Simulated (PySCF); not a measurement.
Molecule: SMILES O=C, CH$_{2}$O.

Bonds (- single, = double, # triple, : aromatic): C1=O2 1.196 Å. C1 carries H3, H4.

Geometry PBE0-D3(BJ)/def2-SVP throughout; GIAO in PySCF, gas phase, one conformer, non-relativistic; equivalent atoms averaged; functional PBE0.

**Question.** How do the absolute shieldings σ depend on the basis set? (ppm; last column core-seconds on shared hosts with different chips, so compare them loosely)

**Answer.** 
```csv
basis set,functions,C1,O2,H3/H4,core-s
STO-3G,12,102.2,-300.4,22.86,0.51
6-31G,22,10.5,-445.3,21.61,1.1
pcSseg-0,22,-16.5,-550.7,21.85,0.85
6-31G*,32,12.0,-368.5,22.21,1.3
def2-SVP,38,7.3,-401.7,21.83,1.4
cc-pVDZ,38,9.9,-401.3,21.45,1.1
pcSseg-1,44,-12.6,-464.3,21.44,1.3
aug-cc-pVDZ,64,3.5,-373.5,21.05,1.5
"6-311+G(2d,p)",66,-10.4,-416.5,21.35,2.1
def2-TZVP,74,-10.2,-425.6,21.40,2.2
cc-pVTZ,88,-8.5,-426.5,21.30,2
IGLO-III,90,-18.6,-437.5,21.23,2
pcSseg-2,100,-19.3,-440.9,21.23,1.6
pcSseg-3,210,-20.5,-438.3,21.07,7.2
```

**Question.** Which nucleus moves most, in ppm?

**Answer.** O2 (aldehyde oxygen): from -550.7 ppm with pcSseg-0 to -300.4 ppm with STO-3G. The smallest spread is 1.81 ppm, at H3/H4. Proton shifts span only some 12 ppm, so a few tenths of a ppm matter as much there as several ppm in carbon.

**Question.** Taking the largest basis, pcSseg-3 (210 functions), as the yardstick, rank the others by their worst heavy-atom deviation.

**Answer.** IGLO-III 1.9 ppm (90 functions), pcSseg-2 2.6 ppm (100 functions), cc-pVTZ 12.0 ppm (88 functions), def2-TZVP 12.6 ppm (74 functions), 6-311+G(2d,p) 21.8 ppm (66 functions), pcSseg-1 26.1 ppm (44 functions), 6-31G 31.0 ppm (22 functions), def2-SVP 36.6 ppm (38 functions), cc-pVDZ 36.9 ppm (38 functions), aug-cc-pVDZ 64.8 ppm (64 functions), 6-31G* 69.8 ppm (32 functions), pcSseg-0 112.5 ppm (22 functions), STO-3G 137.9 ppm (12 functions).

A small basis that lands close on one nucleus may do so by chance; judge by the trend and by all nuclei.
